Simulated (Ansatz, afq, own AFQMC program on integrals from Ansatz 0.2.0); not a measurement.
Two steps: Ansatz 0.2.0 writes the Fock matrix and Cholesky factors of the valence space, and afq projects on them the lowest state that overlaps trial and start.

```yaml
crystal:
  periodic: [false, false, false]
  atoms:
    - {symbol: Ge, position_ang: [0.000000, 0.000000, 2.125993]}
    - {symbol: Al, position_ang: [0.000000, 0.000000, -0.262451]}
    - {symbol: H, position_ang: [0.000000, 0.000000, -1.863543]}
basis:
  gaussian: {orbitals: cc-pVDZ}
magnetization: {spin_polarized: false, initial_magnetization: 2}
correlation: {method: ccsd_t, electrons: outside_noble_gas, hamiltonian_folder: ham}
```

```sh
$ ansatz run in.yaml --threads 1 --pin off --events-out ev --progress --plain --max-ram 1382MiB
```

Options of the walk:

```
--method phaseless --trial cisd --walkers 60 --populations 1 --least-time 40 --time-step 0.005 --steps-per-block 50 --equilibration-blocks 28 --max-blocks 300 --target-error 0.00034 --factor-cut 1e-05 --start spin_pure --seed 6899 --release-times 0.24,0.51,0.99,1.62,2.4 --release-step 0.03 --release-every 4 --taylor-order 6
```

Times are imaginary, in 1/Eh. The walk had a cap of 630 s. Filled inner d shells are frozen with the cores.

afq prints:

```
orbitals 31  electrons 5 3  factors 231 of 553
reference energy -2317.78617590 Eh
CCSD correlation -0.14256796 Eh in 11 cycles, weight of the determinant in the CISD state 0.8766
energy of the start -2317.928743 Eh
 block  time / (1/Eh)  mean weight  energy / Eh
     1     0.250  1.0001  -2317.927262
     2     0.500  1.0001  -2317.928116
     3     0.750  1.0006  -2317.928990
     4     1.000  0.9994  -2317.929724
     5     1.250  1.0007  -2317.931809
    10     2.500  0.9989  -2317.933019
    43    10.750  0.9997  -2317.936051
    50    12.500  1.0022  -2317.940661
    78    19.500  1.0006  -2317.932541
   113    28.250  1.0004  -2317.935451
   141    35.250  0.9993  -2317.930999
   148    37.000  0.9998  -2317.936435
   183    45.750  1.0003  -2317.933977
   218    54.500  0.9998  -2317.936393
   253    63.250  0.9990  -2317.934056
   288    72.000  1.0000  -2317.937377
   302    75.500  0.9998  -2317.935590
blocks merged  error / Eh  count
     1  0.000171  280
     2  0.000216  140
     4  0.000278  70
     8  0.000339  35
    16  0.000321  17
    32  0.000325  8
released: time / (1/Eh)  energy / Eh  error  mean overlap
  0.24  -2317.935837  0.000318  0.9952
  0.51  -2317.935756  0.000298  0.9999
  0.99  -2317.936396  0.000316  0.9959
  1.62  -2317.936203  0.000397  0.9980
  2.40  -2317.935102  0.000314  1.0228
energy -2317.935219 +/- 0.000339 Eh
(rows thinned)
```

The run passed its tests (sampling time, drift between the halves within three errors, error under three times the target), which doesn't prove that it has relaxed.

Against this walk (error 9.2 meV) on the same determinant: CCSD(T) 20.8 meV higher, CCSDT(Q) 29.0 meV lower. The error is statistical and leaves out the bias of the constraint. The released energies move by 1.5 errors or more from one time to the next (meV from the phaseless value at times in 1/Eh: -17 ± 9 at 0.24, -15 ± 8 at 0.51, -32 ± 9 at 0.99, -27 ± 11 at 1.62, 3 ± 9 at 2.40), so they give no level. CCSDT(Q) is the surest value here, so the walk's 29 meV above it is most likely the bias of the constraint with this trial, which can have either sign.

Cautions: constraint bias not in the error; no relativity below Rb; no spin-orbit coupling; inner d shell frozen; lower spins were not checked.

The walk took 4.3 min on 1 thread of Intel(R) Xeon(R) Platinum 8488C (Sapphire Rapids), on a shared host. The log's last line is the phaseless energy.

CCSDT and higher add their correlation energy to the determinant of the CCSD(T) run, since their own runs factorise the integrals more tightly (a shift of under 2 meV). A walk keeps the symmetry of its determinant, which the program's search chose and which needn't be the lowest solution, so a lower state of the same spin and another symmetry isn't excluded.
